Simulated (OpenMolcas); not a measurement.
How basis sets differ on CH3BS (SMILES B1CS1)

CH3BS: 6 atoms, total charge 0, spin state singlet. SMILES: `B1CS1`. The coordinates come from a GFN2-xTB relaxation.

Each level gives the HOMO–LUMO gap (eV). The values are calculated.

```tsv
level	kind	program	value (eV)	CPU time
HF/STO-3G	Hartree–Fock	OpenMolcas	14.66	1.9 s
HF/3-21G	Hartree–Fock	OpenMolcas	12.80	2 s
HF/def2-SVP	Hartree–Fock	OpenMolcas	12.77	3.5 s
HF/def2-SVPD	Hartree–Fock	OpenMolcas	12.29	17 s
```

The values span 12.29 to 14.66 eV. A Hartree–Fock LUMO above zero doesn't converge with the basis: it sinks as sets grow more diffuse. Orbital gaps aren't excitation energies. Times are those of the runs behind each value, whatever else they computed, on shared processors of several kinds: orders of magnitude only.
